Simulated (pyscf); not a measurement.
# cyclic C₂H₃O (SMILES [CH]1CO1), doublet

Gas-phase minimum from PySCF at ωB97X-D3(BJ)/def2-SVP, one conformer. cyclic C₂H₃O (SMILES [CH]1CO1) [doublet] lies 42.3 kcal/mol over its isomer H₃C–C•=O, and others may lie lower still (electronic energy, ωB97M-D3(BJ)). 

```
C
H 1 1.0973
H 1 1.0984 2 115.59
O 1 1.4492 2 115.06 3 136.45
C 4 1.3560 1 62.19 2 110.05
H 5 1.0987 4 121.98 1 124.68
```
Charge 0, spin multiplicity 2.

Properties at ωB97X-D3(BJ)/def2-SVP:

```yaml
harmonic_wavenumbers_unscaled: 806, 871, 989, 1052, 1085, 1137, 1221, 1401, 1540, 3122, 3173, 3225 cm⁻¹
zero_point_energy: 28.1 kcal/mol
rotational_symmetry_number: 1
Entropy of this conformer at 298 K and 1 atm, rigid rotor and harmonic oscillator, modes under 100 cm⁻¹ raised to 100: 251.9 J/(mol K)
dipole_moment: 1.70 D
Spin expectation value S2: 0.753
```

Single-point totals, which compare only within one level (frozen core for MP2 and CC):

| level | total energy (hartree) |
|---|---|
| ωB97X-D3(BJ)/def2-TZVP | -153.22472 |
| PBE/def2-TZVP | -152.99863 |
| r²SCAN/def2-TZVP | -153.09523 |
| B3LYP-D3(BJ)/def2-TZVP | -153.18349 |
| PBE0-D3(BJ)/def2-TZVP | -153.00520 |
| M06-2X/def2-TZVP | -153.10990 |
| ωB97M-D3(BJ)/def2-TZVP | -153.21137 |
| UHF/def2-TZVPP | -152.29182 |
| MP2/def2-TZVPP | -152.82986 |
| CCSD/def2-TZVPP | -152.84921 |
| CCSD(T)/def2-TZVPP | -152.87283 |

The CCSD(T) − MP2 part came from Ansatz, without density fitting, on the same reference.
